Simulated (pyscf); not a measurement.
Thermochemistry of product channels of H₂B–OH + ethylene (H₂C=CH₂) on the singlet surface, in eV, from CCSD(T)/def2-TZVPP + ΔMP2(QZVPP) energies (ideal gas, 1 atm, RRHO with modes under 100 cm⁻¹ raised to 100, one conformer, R ln 2 for chiral ones without a mode under 150 cm⁻¹). Single points on ωB97X-D3(BJ)/def2-SVP structures (PySCF, gas phase). MP2 and CC: frozen core, UHF for open shells. ΔMP2 is the change of the MP2 total energy from the triple- to the quadruple-zeta basis.

```
products               ΔE  ΔH(298 K)  ΔG(298 K)  ΔG(600 K)
-------------  ----------  ---------  ---------  ---------
H₃C–CH₂–BH–OH  (withheld)      -1.40      -0.94      -0.48
H₂B–O–CH₂–CH₃       -0.73      -0.61      -0.14      +0.34
```

**Question.** What belongs in the gaps?

**Answer.** 
- H₃C–CH₂–BH–OH, ΔE: -1.54

The channel to H₃C–CH₂–BH–OH turns unfavourable between 298 and 1200 K (ΔG from -0.94 eV to +0.40 eV). The channel to H₂B–O–CH₂–CH₃ turns unfavourable between 298 and 1200 K (ΔG from -0.14 eV to +1.25 eV).

These are energies of the channels, which say nothing of barriers. H₃C–CH₂–BH–OH lies 0.59 eV over its isomer H₃C–B(CH₃)–OH (electronic energy, ωB97M-D3(BJ)). H₂B–O–CH₂–CH₃ lies 1.40 eV over its isomer H₃C–B(CH₃)–OH (electronic energy, ωB97M-D3(BJ)). The CCSD(T) − MP2 part came from Ansatz, without density fitting, on the same reference.
